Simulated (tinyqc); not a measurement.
Inside a calculation. Method: UHF in the sto-3g basis, for OH+, spin multiplicity 3. One step of it, computed by the program tinyqc.

Problem. Orthogonalisation. S = U s U^T; symmetric (Loewdin) form X = U s^(-1/2) U^T, so that X^T S X = 1.

overlap S, order 1O 1s, 1O 2s, 1O 2px, 1O 2py, 1O 2pz, 2H 1s:
```
[[1.000000, 0.236704, 0.000000, 0.000000, 0.000000, 0.046481],
 [0.236704, 1.000000, 0.000000, 0.000000, 0.000000, 0.434527],
 [0.000000, 0.000000, 1.000000, 0.000000, 0.000000, 0.000000],
 [0.000000, 0.000000, 0.000000, 1.000000, 0.000000, 0.000000],
 [0.000000, 0.000000, 0.000000, 0.000000, 1.000000, 0.370864],
 [0.046481, 0.434527, 0.000000, 0.000000, 0.370864, 1.000000]]
```

Give: eigenvalues of S; X.

Solution.

eigenvalues of S: [0.412, 0.840, 1.000, 1.000, 1.132, 1.616]

X, order 1O 1s, 1O 2s, 1O 2px, 1O 2py, 1O 2pz, 2H 1s:
```
[[1.023, -0.132, 0.000, 0.000, -0.008, 0.023],
 [-0.132, 1.120, 0.000, 0.000, 0.082, -0.283],
 [0.000, 0.000, 1.000, 0.000, 0.000, 0.000],
 [0.000, 0.000, 0.000, 1.000, 0.000, 0.000],
 [-0.008, 0.082, 0.000, 0.000, 1.069, -0.237],
 [0.023, -0.283, 0.000, 0.000, -0.237, 1.164]]
```
